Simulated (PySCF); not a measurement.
Gas-phase reaction: 2 BH₂Cl + 4 F + 2 BF₂ ⇌ 4 BHF₂ + Cl₂

Energies from PySCF, thermal terms from the rigid-rotor harmonic-oscillator model, ideal gas at 1 bar. † marks an energy on the PBE0/def2-TZVP geometry and frequencies; other levels use their own. MP2 and CCSD(T) freeze the core. 6-31G* has spherical d functions here. Open shells (unrestricted): F (multiplicity 2), BF₂ (multiplicity 2); the rest are closed-shell singlets. Spin-orbit splitting is ignored; it lowers the true energy and changes the entropy of F. B3LYP is the form with VWN-RPA correlation. BH₂Cl: computed as isolated molecules; such fragments, hydroxides, amides, oligomers or adducts are transient or little studied in the gas. MP2 isn't extrapolated to the basis-set limit. CCSD(T) isn't extrapolated to the basis-set limit.

| level | ΔH°(298 K), kJ |
|---|---|
| B3LYP/6-31G* | [?] |
| CCSD(T)/def2-SVP† | -1982 |
| CCSD(T)/def2-TZVPP† | -2049 |
| M06-2X/def2-TZVP† | -2089 |
| MP2/def2-SVP† | [?] |
| PBE/def2-SVP | [?] |
| PBE/def2-TZVP† | [?] |
| PBE0/def2-SVP† | -2052 |
| PBE0/def2-TZVP | -2034 |

Q: Fill in the missing entries.

A: 
- B3LYP/6-31G*, ΔH°(298 K), kJ: -2082
- MP2/def2-SVP†, ΔH°(298 K), kJ: -2072
- PBE/def2-SVP, ΔH°(298 K), kJ: -2168
- PBE/def2-TZVP†, ΔH°(298 K), kJ: -2123
